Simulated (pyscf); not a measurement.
## 1,1-elimination: `[F][GeH]([F])[F]` → `[FH]` + `[F][Ge][F]` [singlet]

Gas phase, singlet surface, charge 0. Bonds broken: F1–Ge2, Ge2–H5. Bonds formed: F1–H5. Optimised with ωB97X-D3(BJ)/def2-SVP in PySCF. MP2 and CC: frozen core, UHF for open shells. ΔMP2 is the change of the MP2 total energy from the triple- to the quadruple-zeta basis.

Transition state (Å):

```xyz
5

F      0.2181     0.1447     0.8287
Ge    -1.4121    -0.6985     0.2131
F     -0.8849    -2.0513    -0.7164
F     -2.0253     0.3505    -1.0103
H     -0.7905    -0.2354     1.6286
```

One imaginary mode, 1422i cm⁻¹; descent along it reached the two sides named.

```
bond    change  reactant side (Å)  saddle  product side
------  ------  -----------------  ------  ------------
F1–Ge2  breaks              1.715   1.936         2.467
Ge2–H5  breaks              1.514   1.614           3.0
F1–H5    forms                2.7   1.342         0.928
```

Electronic energies relative to the reactant's lowest minimum found (eV):

```tsv
level	barrier	reaction energy	reverse barrier
ωB97X-D3(BJ)/def2-TZVP	2.68	+1.17	1.51
PBE/def2-TZVP	2.07	+0.86	1.21
r²SCAN/def2-TZVP	2.39	+1.21	1.18
B3LYP-D3(BJ)/def2-TZVP	2.42	+0.88	1.53
PBE0-D3(BJ)/def2-TZVP	2.48	+1.08	1.40
M06-2X/def2-TZVP	2.82	+1.32	1.50
ωB97M-D3(BJ)/def2-TZVP	2.55	+0.94	1.61
HF/def2-TZVP	3.57	+1.30	2.27
MP2/def2-QZVPP	2.68	+1.12	1.55
CCSD/def2-TZVPP	2.91	+1.19	1.72
CCSD(T)/def2-TZVPP	2.75	+1.18	1.57
CCSD(T)/def2-TZVPP + ΔMP2(QZVPP)	2.68	+1.05	1.62
```

With CCSD(T)/def2-TZVPP + ΔMP2(QZVPP) energies and thermal terms (ideal gas, 1 atm, RRHO with modes under 100 cm⁻¹ raised to 100, one conformer, R ln 2 for rigid chiral ones), in eV:

```csv
T (K),ΔH‡,ΔG‡,ΔH,ΔG
298,2.59,2.54,+1.05,+0.58
600,2.58,2.49,+1.04,+0.11
900,2.56,2.45,+1.01,-0.35
1200,2.55,2.42,+0.97,-0.79
```

This is the saddle that the search found; another between the same sides may lie lower. The CCSD(T) − MP2 part came from Ansatz, without density fitting, on the same reference. The frozen core leaves the outer d or s,p core shells of the metals and heavy elements correlated in the MP2 and CC values, and def2-TZVPP describes them poorly, which can shift differences by a few kcal/mol. Elements up to Kr have no core potential and no relativistic terms here.
